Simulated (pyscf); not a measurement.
PySCF, gas phase, ωB97X-D3(BJ)/def2-SVP geometries.

Problem. For the elementary gas-phase step HO–SiH₂–OH + NH [triplet] -> HO–SiH•–OH + amino radical (NH₂•) (triplet surface; H–Si broken, H–N formed), what barrier and reaction energy does ωB97M-D3(BJ)/def2-TZVP give, measured from the separated reactants?

Solution. ΔE‡ = 12.8 kcal/mol, ΔE = +2.5 kcal/mol. Zero-point energy shifts the barrier by -1.2 kcal/mol. It is a hydrogen abstraction, with an imaginary mode of 1593i cm⁻¹. HO–SiH•–OH + NH₂• also meet on a surface of lower spin, which isn't treated here. This is the saddle that the search found; another between the same sides may lie lower. The angle at the transferred H is 159°.
